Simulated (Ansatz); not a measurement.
hcp Cd, treated with revPBE in Ansatz (PAW).

Numerical settings: plane-wave cutoff 520 eV, 24×24×10 k mesh (along the axes of the cell as run), Fermi–Dirac smearing 0.05 eV, scalar-relativistic PAW data made under PBE.

Computed points:

```json
[
 {"V (Å³/atom)": "22.969", "E − E_lowest (meV/atom)": "4.18"},
 {"V (Å³/atom)": "23.448", "E − E_lowest (meV/atom)": "1.00"},
 {"V (Å³/atom)": "23.926", "E − E_lowest (meV/atom)": "0.00"},
 {"V (Å³/atom)": "24.405", "E − E_lowest (meV/atom)": "0.90"},
 {"V (Å³/atom)": "24.883", "E − E_lowest (meV/atom)": "3.42"}
]
```

Problem. What bulk modulus B0 and pressure derivative B′ does a third-order Birch–Murnaghan fit give?

Solution. V0 = 23.927 Å³/atom, B0 = 31.6 GPa, B′ = 6.5 (fit to the energies at full precision).

Shape and atoms are relaxed at each volume.

Measured, for comparison: bulk modulus 53.8 GPa (zero-point energy and finite temperature contributions removed, our sources range from 50.7 to 53.8; as tabulated in doi:10.1021/acs.jctc.3c00612). Computed (rounded) less measured: bulk modulus -41 % (-38 % to -41 % over the range).

Note: the cell is over a tenth larger than the published one: the level's own overestimate first of all, though another phase or state, or a fault of the published cell, is possible; the bulk modulus comes from volumes at which shape and atoms were relaxed.

Ansatz is a program for electronic structure.
